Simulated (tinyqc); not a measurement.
FCI on RHF in the sto-6g basis, frozen core, for OH-, spin multiplicity 1, step by step. The basis has no diffuse functions, so it cannot describe the extra electron: this is an exercise in the method, not the real anion. One step of it, computed by the program tinyqc.

Task: Orthogonalisation. S = U s U^T; symmetric (Loewdin) form X = U s^(-1/2) U^T, so that X^T S X = 1.

overlap S, lower triangle:
```
           1O 1s     1O 2s    1O 2px    1O 2py    1O 2pz     2H 1s
1O 1s   1.000000
1O 2s   0.231145  1.000000
1O 2px  0.000000  0.000000  1.000000
1O 2py  0.000000  0.000000  0.000000  1.000000
1O 2pz  0.000000  0.000000  0.000000  0.000000  1.000000
2H 1s   0.022530  0.262454  0.000000  0.000000  0.247915  1.000000
```

Give: eigenvalues of S; X.

Result:

eigenvalues of S: 0.6046  0.8486  1.0000  1.0000  1.1324  1.4144

X, lower triangle:
```
          1O 1s    1O 2s  1O 2px  1O 2py   1O 2pz   2H 1s
1O 1s    1.0213
1O 2s   -0.1229   1.0509
1O 2px   0.0000   0.0000  1.0000
1O 2py   0.0000   0.0000  0.0000  1.0000
1O 2pz  -0.0031   0.0277  0.0000  0.0000   1.0255
2H 1s    0.0135  -0.1461  0.0000  0.0000  -0.1353  1.0545
```
